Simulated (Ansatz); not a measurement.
Geometry optimisation, UKS B3LYP/def2-SVP (Ansatz).

input.yaml

```yaml
crystal:
  periodic: [false, false, false]
  atoms:
    - { symbol: Si, position_ang: [-0.054167, -0.085821, -0.007128] }
    - { symbol: F, position_ang: [-0.3748, -0.591246, 1.493452] }
    - { symbol: H, position_ang: [1.418986, 0.005427, -0.180575] }
    - { symbol: H, position_ang: [-0.699604, 1.236374, -0.21712] }
    - { symbol: H, position_ang: [-0.621101, -1.088217, -0.949545] }
    - { symbol: O, position_ang: [0.171202, 0.269335, 3.706876] }
    - { symbol: H, position_ang: [-0.353515, -0.546953, 3.612539] }
magnetization:
  spin_polarized: true
  initial_magnetization: 1
basis:
  gaussian: { orbitals: def2-SVP }
hamiltonian:
  xc: b3lyp
relax:
  f_tol: 0.03
  max_steps: 50
```

Launched with:

```bash
$ ansatz run input.yaml --threads 2 --pin off --max-ram 3072MiB --backend cpu --events-out ev --progress --plain --runs-dir out
```

Q: Where does it end, and by what steps?

A: It converged. After 14 steps the energy has fallen by 0.186 eV; F2 moved furthest, 0.68 Å.

```csv
step,energy less start (eV),largest force component (eV/Å),accepted
0,0.0000,0.716,yes
1,-0.0346,0.387,yes
2,-0.0516,0.159,yes
3,-0.0793,1.135,yes
4,-0.0937,1.181,yes
5,-0.1361,0.147,yes
6,-0.1557,0.178,yes
7,-0.1720,0.304,yes
8,-0.1813,0.075,yes
9,-0.1822,0.073,yes
10,-0.1844,0.053,yes
11,-0.1847,0.211,yes
12,-0.1855,0.056,yes
13,-0.1864,0.044,yes
14,-0.1865,0.003,yes
```

```xyz
7
Properties=species:S:1:pos:R:3
Si -0.104 -0.176 0.203
F -0.702 -1.173 1.369
H 1.370 -0.104 0.349
H -0.749 1.153 0.336
H -0.463 -0.796 -1.100
O 0.311 0.560 3.257
H -0.177 -0.267 3.044
```

Whether the end is a true minimum wasn't checked by a vibrational analysis.

Run time: 56 s on 2 threads of Arm Neoverse V1, with other jobs on the host, peak memory 0.16 GiB.
